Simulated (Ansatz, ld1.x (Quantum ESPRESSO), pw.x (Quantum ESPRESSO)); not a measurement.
## manganese (Mn): does the PAW potential hold in the solid?

* Element: Mn (Z = 25)
* Generator: ld1.x (Quantum ESPRESSO) 7.5
* Type: PAW
* Functional: LDA (PW92)
* Relativity: scalar-relativistic
* Frozen core: [Ne]
* Valence charge: 15
* Reference configuration: 3s2 3p6 3d5 4s2 4p0
* Partial waves: 3s (bound): rcut 1.20, rcutus 1.45 bohr; 4s (bound): rcut 1.20, rcutus 1.45 bohr; 3p (bound): rcut 1.50, rcutus 1.95 bohr; 4p (bound, empty): rcut 1.50, rcutus 1.95 bohr; 3d (bound): rcut 1.40, rcutus 1.70 bohr; 3d channel at 0.4 Ry: rcut 1.40, rcutus 1.70 bohr
* Local potential: all-electron potential smoothed inside 2.00 bohr (lloc = -1)
* Core correction: Bessel-smoothed model core inside 1.05 bohr
* Augmentation charge: PSQ, radius 1.30 bohr

Crystal test: diamond Mn in pw.x 7.5, no spin, 10³ k-points, Fermi–Dirac smearing 0.01 Ry, cutoffs 75/600 Ry. The reference is all-electron LAPW (Ansatz 0.2.0) with the same functional, mesh and smearing; V0 and B0 come from Birch–Murnaghan fits to the pressures at five volumes. Errors are pseudo minus all-electron; Δ is the rms difference of the E(V) curves that follow from these fits, minima aligned, over ±6 % about the mean V0. Mesh and smearing are coarse, so the numbers serve the comparison and aren't converged zero-temperature values; the lattice is a test structure that the element need not adopt. Spin polarisation and strong correlation are left out, which matters for this element.

```tsv
V (Å³/atom)	P all-electron (GPa)	P pseudo (GPa)
13.382	9.94	11.64
13.734	4.70	6.19
14.086	0.09	1.39
14.438	-3.97	-2.84
14.790	-7.53	-6.56
```

All-electron: a0 = 4.831 Å (V0 = 14.09 Å³/atom), B0 = 172.4 GPa.

Pseudopotential: mean pressure error (GPa): +1.32; a0 (Å): 4.843; a0 error (%): +0.24; B0 error (%): +1.1; Δ (meV/atom): 4.0.

Task: At the middle volume, how do free energy and pressure move when the wave cutoff is lowered (ecutrho held at 600 Ry)?

Result:

```json
{"cutoff (Ry)": "34", "shift of F (meV/atom)": "+246.8", "shift of P (GPa)": "-9.93"}
{"cutoff (Ry)": "45", "shift of F (meV/atom)": "+68.1", "shift of P (GPa)": "-1.87"}
{"cutoff (Ry)": "60", "shift of F (meV/atom)": "+5.8", "shift of P (GPa)": "-0.27"}
```

Input at the middle volume:

```
&control
  calculation='scf', prefix='x', pseudo_dir='./', outdir='./tmp', tstress=.true., disk_io='none'
/
&system
  ibrav=0, nat=2, ntyp=1, ecutwfc=75, ecutrho=600, nbnd=24,
  occupations='smearing', smearing='fd', degauss=0.01
/
&electrons
  conv_thr=1e-09, mixing_beta=0.4, electron_maxstep=70
/
ATOMIC_SPECIES
Mn 1.0 Mn.UPF
CELL_PARAMETERS angstrom
  0.00000000 2.41506725 2.41506725
  2.41506725 0.00000000 2.41506725
  2.41506725 2.41506725 0.00000000
ATOMIC_POSITIONS crystal
Mn 0.0000 0.0000 0.0000
Mn 0.2500 0.2500 0.2500
K_POINTS automatic
10 10 10 0 0 0
```

```bash
pw.x < Mn.scf.in > Mn.scf.out
```

Lines of the output:

```
Message from routine setup:
     using ibrav=0 with symmetry is DISCOURAGED, use correct ibrav instead
     lattice parameter (alat)  =       6.4542  a.u.
     unit-cell volume          =     190.1141 (a.u.)^3
     number of electrons       =        30.00
     number of Kohn-Sham states=           24
     kinetic-energy cutoff     =      75.0000  Ry
     charge density cutoff     =     600.0000  Ry
     scf convergence threshold =      1.0E-09
     Exchange-correlation= SLA  PW   NOGX NOGC
     number of k points=    47  Fermi-Dirac smearing, width (Ry)=  0.0100
     iteration #  1     ecut=    75.00 Ry     beta= 0.40
     total energy              =    -564.25484840 Ry
     estimated scf accuracy    <       0.07512955 Ry
     iteration #  2     ecut=    75.00 Ry     beta= 0.40
     total energy              =    -564.25295458 Ry
     estimated scf accuracy    <       0.02213611 Ry
     iteration #  3     ecut=    75.00 Ry     beta= 0.40
     total energy              =    -564.25278798 Ry
     estimated scf accuracy    <       0.00491039 Ry
     iteration #  4     ecut=    75.00 Ry     beta= 0.40
     total energy              =    -564.25337702 Ry
     estimated scf accuracy    <       0.00005807 Ry
     iteration #  5     ecut=    75.00 Ry     beta= 0.40
     total energy              =    -564.25338878 Ry
     estimated scf accuracy    <       0.00001304 Ry
     iteration #  6     ecut=    75.00 Ry     beta= 0.40
     total energy              =    -564.25339167 Ry
     estimated scf accuracy    <       0.00000046 Ry
     iteration #  7     ecut=    75.00 Ry     beta= 0.40
     total energy              =    -564.25339178 Ry
     estimated scf accuracy    <       0.00000003 Ry
     iteration #  8     ecut=    75.00 Ry     beta= 0.40
     the Fermi energy is    13.7986 ev
!    total energy              =    -564.25339178 Ry
     estimated scf accuracy    <          1.2E-10 Ry
     smearing contrib. (-TS)   =      -0.00980352 Ry
     The total energy is F=E-TS. E is the sum of the following terms:
     one-electron contribution =    -228.53613062 Ry
     hartree contribution      =     133.08562250 Ry
     xc contribution           =     -45.93250089 Ry
     ewald contribution        =    -265.57373177 Ry
     one-center paw contrib.   =    -157.28684748 Ry
     convergence has been achieved in   8 iterations
          total   stress  (Ry/bohr**3)                   (kbar)     P=       13.86
     Message from routine punch:
     Nothing written, as per user request (disk_io='none')
```

The run at the middle volume (47 k-points, 8 iterations) took about 31 s on one core of a shared host (Neoverse-V2, 32 threads, 247 GiB, load 11).
